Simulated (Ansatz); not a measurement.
## Ansatz (development build ahead of 0.2.0) run

```yaml
crystal:
  periodic: [false, false, false]
  atoms:
    - { symbol: "N", position_ang: [0.0, 0.0, 0.33227] }
    - { symbol: O, position_ang: [0.0, 1.11812, -0.14537] }
    - { symbol: O, position_ang: [0.0, -2.23624, -0.62301] }
basis:
  gaussian: { orbitals: pcseg-2 }
magnetization:
  spin_polarized: true
  initial_magnetization: 1
hamiltonian:
  xc: pbe
```

The input is written out in the form of the current development build from the run's settings.

Results

- Converged: yes
- Total energy: -204.84414 hartree
- Spin squared of the determinant: 1.292
- Stability test: minimum

Caution: the unrestricted determinant is spin contaminated.
